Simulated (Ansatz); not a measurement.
# doublet HO2 at 6 levels

We compute a comparison of 6 runs (UHF/def2-TZVPPD, UB3LYP/6-31G*, U-wB97X/def2-TZVPPD, UBHLYP/def2-TZVPPD, RPA@PBE0/def2-TZVPPD, UMP2/def2-TZVPPD) of doublet HO2. 

The calculation is run with Ansatz 0.2.0.

2 further runs of the same task are left out: 2 set aside as unsound or not needed.

**1. Starting point**

HO2 has 3 atoms, charge 0, and is taken as a doublet. SMILES of the parent species: `[O-]O`. Geometry: relaxed at PBE0-D4/def2-TZVPD. That shape belongs to the parent species and isn't relaxed for this state.

Bond lengths: O1–O2 1.479 Å, O2–H3 0.961 Å. Angles: O1–O2–H3 100.1°.

**2. The energy at UHF/def2-TZVPPD (run 1)**

molecule.yaml reads:

```yaml
crystal:
  periodic: [false, false, false]
  atoms:
    - {symbol: O, position_ang: [-0.357760, 1.025590, -0.080830]}
    - {symbol: O, position_ang: [-0.242260, -0.445880, -0.180750]}
    - {symbol: H, position_ang: [0.600030, -0.579720, 0.261570]}
basis:
  gaussian:
    orbitals: def2-TZVPPD.json
magnetization:
  spin_polarized: true
  initial_magnetization: 1
hamiltonian:
  xc: hf
accuracy: high
output: {orbitals: {seedname: orbitals}}
```

The basis set def2-TZVPPD is read from a file made from the Basis Set Exchange's data (not shown).

On the command line:

```console
$ ansatz run molecule.yaml --threads 1 --pin off --max-ram 3480MiB --events-out events.jsonl --progress --plain --runs-dir runs
```

Log:

```text
Warning: RAYON_NUM_THREADS=1 ignored (pool sized by the plan → 1); use --threads N
Functional definition: HF
  name "HF"
  exchange = exact_x
  correlation = 0
1485 factors; integrals over basis functions are off by at most 3.9e-9 eV
mean field evaluation 1: about -4086.3021 eV, gradient 1.4e1 eV
mean field evaluation 2: about -4086.3038 eV, gradient 1.4e1 eV
mean field evaluation 4: about -4087.5089 eV, gradient 3.8e0 eV
mean field evaluation 8: about -4087.8928 eV, gradient 5.6e-1 eV
mean field evaluation 16: about -4087.9421 eV, gradient 4.2e-8 eV
mean field evaluation 32: about -4087.6165 eV, gradient 1.6e-1 eV
mean field evaluation 64: about -4087.7547 eV, gradient 2.9e0 eV
mean field -4087.94208794 eV, -150.2291008251 hartree, gradient 2.0e-8 eV, S^2 0.855910; 3 other end points of the search recorded, 0 dependent functions left out
reference -4087.94208794 eV, -150.2291008251 hartree; 9, 8 occupied and 88, 89 virtual orbitals, 1485 factors
Total energy: -4087.94208794 eV, -150.2291008251 hartree
```

Run time: 3 s. Hardware: 1 thread of Arm Neoverse V2, shared host; peak memory 0.2 GiB.

**3. The energy at UB3LYP/6-31G(d) (Cartesian functions) (run 2)**

job.yaml reads:

```yaml
crystal:
  periodic: [false, false, false]
  atoms:
    - symbol: O
      position_ang: [-0.357760, 1.025590, -0.080830]
    - symbol: O
      position_ang: [-0.242260, -0.445880, -0.180750]
    - symbol: H
      position_ang: [0.600030, -0.579720, 0.261570]
basis:
  gaussian: {orbitals: "6-31G*"}
magnetization: {spin_polarized: true, initial_magnetization: 1}
hamiltonian: {xc: {name: B3LYP}}
accuracy: high
output: {orbitals: {seedname: orbitals}}
```

On the command line:

```console
$ ansatz run job.yaml --threads 1 --pin off --max-ram 3480MiB --events-out events.jsonl --progress --plain --runs-dir runs
```

Log:

```text
Warning: RAYON_NUM_THREADS=1 ignored (pool sized by the plan → 1); use --threads N
Functional definition: B3LYP
  name "B3LYP"
  parameter a0 = 0.2
  parameter ax = 0.72
  parameter ac = 0.81
  exchange = (1 - a0 - ax)*slater_x + ax*b88_x + a0*exact_x
  correlation = (1 - ac)*vwn_rpa_c + ac*lyp_c
551 factors; integrals over basis functions are off by at most 2.5e-9 eV
mean field evaluation 1: about -4104.8627 eV, gradient 1.5e1 eV
mean field evaluation 2: about -4105.1356 eV, gradient 1.4e1 eV
mean field evaluation 4: about -4105.7624 eV, gradient 3.0e0 eV
mean field evaluation 8: about -4105.8326 eV, gradient 1.8e-1 eV
mean field evaluation 16: about -4105.8331 eV, gradient 2.4e-4 eV
mean field evaluation 32: about -4105.8331 eV, gradient 2.9e-8 eV
mean field -4105.83307587 eV, -150.8865825048 hartree, gradient 2.9e-8 eV, S^2 0.753281; 1 other end points of the search recorded, 0 dependent functions left out
reference -4105.83309297 eV, -150.8865831331 hartree; 9, 8 occupied and 23, 24 virtual orbitals, 551 factors
Total energy: -4105.83309297 eV, -150.8865831331 hartree
```

It took 1.6 s on 1 thread of Arm Neoverse V2, shared host; peak memory 0.1 GiB.

Runs 3 to 5 aren't shown in full; the table further down has their settings and results.

**4. A single-point energy at UMP2/def2-TZVPPD (run 6)**

run.yaml reads:

```yaml
crystal:
  periodic: [false, false, false]
  atoms:
    - symbol: O
      position_ang: [-0.357760, 1.025590, -0.080830]
    - symbol: O
      position_ang: [-0.242260, -0.445880, -0.180750]
    - symbol: H
      position_ang: [0.600030, -0.579720, 0.261570]
basis:
  gaussian: {orbitals: def2-TZVPPD.json}
magnetization: {spin_polarized: true, initial_magnetization: 1}
correlation: {method: mp2, frozen_orbitals: {H: 0, O: 1}}
accuracy: high
```

The basis set def2-TZVPPD is read from a file made from the Basis Set Exchange's data (not shown).

On the command line:

```console
$ ansatz run run.yaml --threads 1 --pin off --max-ram 3480MiB --events-out events.jsonl --progress --plain --runs-dir runs
```

Log:

```text
Warning: RAYON_NUM_THREADS=1 ignored (pool sized by the plan → 1); use --threads N
Functional definition: HF
  name "HF"
  exchange = exact_x
  correlation = 0
1485 factors; integrals over basis functions are off by at most 3.9e-9 eV
mean field evaluation 1: about -4086.3021 eV, gradient 1.4e1 eV
mean field evaluation 2: about -4086.3038 eV, gradient 1.4e1 eV
mean field evaluation 4: about -4087.5089 eV, gradient 3.8e0 eV
mean field evaluation 8: about -4087.8928 eV, gradient 5.6e-1 eV
mean field evaluation 16: about -4087.9421 eV, gradient 4.2e-8 eV
mean field evaluation 32: about -4087.6398 eV, gradient 1.1e0 eV
mean field -4087.94208794 eV, -150.2291008251 hartree, gradient 2.0e-8 eV, S^2 0.855910; 6 other end points of the search recorded, 0 dependent functions left out
2 core orbitals not correlated: weight in the atoms' cores, before any rotation towards them, 1.000 or more for the frozen orbitals, at most 0.000 for the correlated occupied ones
reference -4087.94208794 eV, -150.2291008251 hartree; 7, 6 occupied and 88, 89 virtual orbitals, 1485 factors
second order -11.84435441 eV of doubles, -0.00000000 eV of singles
Total energy: -4099.78644235 eV, -150.6643728211 hartree
```

Run time: 3.6 s. Hardware: 1 thread of Arm Neoverse V2, shared host; peak memory 0.2 GiB.

**5. The series**

```csv
run,level,Cartesian functions,frozen core orbitals,energy (Eh),HOMO energy (eV),LUMO energy (eV),⟨S²⟩,wall time
1,UHF/def2-TZVPPD,no,–,-150.229101,-13.93,1.87,0.856,3 s
2,UB3LYP/6-31G* (Cartesian functions),yes,–,-150.886583,-8.05,-3.86,0.753,1.6 s
3,U-wB97X/def2-TZVPPD,no,–,-150.919780,-11.50,-1.54,0.756,20 s
4,UBHLYP/def2-TZVPPD,no,–,-150.881241,-10.99,-2.22,0.759,6.3 s
5,RPA@PBE0/def2-TZVPPD,no,2,-150.866333,–,–,0.756,6.6 s
6,UMP2/def2-TZVPPD,no,2,-150.664373,–,–,0.856,3.6 s
```

**6. Results**

| quantity | value |
| --- | --- |
| run 6: total energy | -150.66437 Eh |
| run 6: correlation energy (2 core orbitals frozen) | -435.3 mEh |
| run 6: ⟨S²⟩ of the reference determinant | 0.856 |

What this shows: Totals of different functionals can't be ranked against each other. Spin contamination of the reference: run 1 ⟨S²⟩ = 0.86, run 6 ⟨S²⟩ = 0.86. All runs together took 42 s, the longest 20 s.
